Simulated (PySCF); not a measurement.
A structure optimised at PBE-D3(BJ)/def2-SVP, used in a PySCF frequency run:

```xyz
12

C     -1.4044     0.0000     0.0000
C     -0.7022    -1.2163     0.0000
C      0.7022    -1.2163     0.0000
C      1.4044     0.0000     0.0000
C      0.7022     1.2163     0.0000
C     -0.7022     1.2163     0.0000
H     -2.5053     0.0000     0.0000
H     -1.2526    -2.1696     0.0000
H      1.2526    -2.1696     0.0000
H      2.5053     0.0000     0.0000
H      1.2526     2.1696     0.0000
H     -1.2526     2.1696     0.0000
```
Charge 0, spin multiplicity 1.

Task: Write its SMILES, formula and point group.

Result: c1ccccc1, C6H6, D6h

Task: What are its rotational constants (standard atomic weights)?

Result: 5.6122, 5.6122, 2.8061 GHz
